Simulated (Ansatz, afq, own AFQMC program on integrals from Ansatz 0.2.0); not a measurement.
**SiH2O, singlet in cc-pVDZ along one coordinate**

```yaml
atoms:
  - { symbol: Si, position_ang: [0.0000, -0.1186, 0.6062] }
  - { symbol: O, position_ang: [0.0000, 0.1621, -1.0273] }
  - { symbol: H, position_ang: [0.0000, 1.3666, 0.9807] }
  - { symbol: H, position_ang: [0.0000, -0.6354, -1.5633] }
```

The Si1–O2 distance is changed with both sides rigid. Energies in kJ/mol count from this geometry (1.657 Å) at the same level; the start stands on RHF, each point on the determinant named.

Basis cc-pVDZ. Only valence electrons are correlated. AFQMC by an in-house program on the Cholesky factors that Ansatz 0.2.0 writes for its CCSD(T) run. ph-AFQMC/CISD is guided by a CISD state made of CCSD amplitudes; releasing the constraint for a short imaginary time cuts its bias at the price of noise, slowly where states lie close. ± is one standard error of the sampling.

Cautions, each for one point or more: (Q) is large, so the cluster series hasn't closed; CCSDT(Q) on the RHF determinant differs, by its state or its frozen core; cluster runs in doubt by the program's own checks; higher spins were not checked; raised T1 diagnostic; released walk and highest rung disagree; restricted determinant unstable towards unrestricted; strong correlation; the search met a lower determinant of the same kind, perhaps of another symmetry, and this one is a saddle point; unrestricted determinant spin contaminated; walk and cluster series may follow different spin states.

| r(Si1–O2) / Å | det. | T1 | weight | ⟨S²⟩ | CCSD(T) | ph-AFQMC/CISD | released AFQMC | CCSDT(Q) | PBE0 | B3LYP |
| --- | --- | --- | --- | --- | --- | --- | --- | --- | --- | --- |
| 1.516 | RHF | 0.015 | 0.88 | pure | 62.1 | 63.0 ± 1.9 | – | 62.6 | 56.9 | 58.8 |
| 1.817 | RHF | 0.022 | 0.87 | pure | 11.5 | 10.8 ± 2.4 | 10.6 ± 3.5 | 10.7 | 15.3 | 12.7 |
| 2.294 | RHF | 0.039 | 0.84 | pure | 193.2 | 189.4 ± 3.0 | 190.6 ± 4.9* | 185.9 | 203.4 | 191.2 |
| 3.116 | UHF‡¶ | 0.036 | 0.85 | 0.97 | 424.5 | 407.5 ± 2.6 | 404.7 ± 4.5* | 389.3 | 425.8§ | 415.8§ |
| 4.575 | UHF‡¶ | 0.012 | 0.89 | 1.02 | 446.6 | 446.8 ± 2.1 | 446.2 ± 3.4* | 447.8 | 471.7§ | 473.3§ |

Weight is that of the determinant in the CISD state; at the start T1 is 0.018 and the weight 0.88. ¶ marks points with a poor determinant and no full CI, where no value is sure; they don't count among the departures. An asterisk marks released energies that aren't shown to be converged. A double dagger marks points where the walks on two determinants ended up to 52.2 kJ/mol apart; the lower is shown. A dash marks a missing value, a released energy that hasn't settled or a functional that sits on another state. § marks a functional whose ⟨S²⟩ is too high by over 0.1. Largest departures from phaseless AFQMC with a CISD trial: CCSD(T) 3.9 kJ/mol at 2.294 (on RHF) (within the noise), CCSDT(Q) -3.5 kJ/mol at 2.294 (on RHF) (within the noise), PBE0 14.0 kJ/mol at 2.294, B3LYP -4.3 kJ/mol at 1.516. The walk's constraint bias lies outside its error bars, so these are departures and not errors. Functionals count only at points shown to share the start's state and spin. In this small basis the wave-function levels are far from their limit, so their gap to the functionals isn't the functionals' error.

Some points may be missing: those where a free walk finds a much lower state, and past Zn most of those on another determinant than at the start.

CCSDT and higher add their correlation energy to the determinant of the CCSD(T) run, since their own runs factorise the integrals more tightly (a shift of under 2 meV). A walk keeps the symmetry of its determinant, which the program's search chose and which needn't be the lowest solution, so a lower state of the same spin and another symmetry isn't excluded.
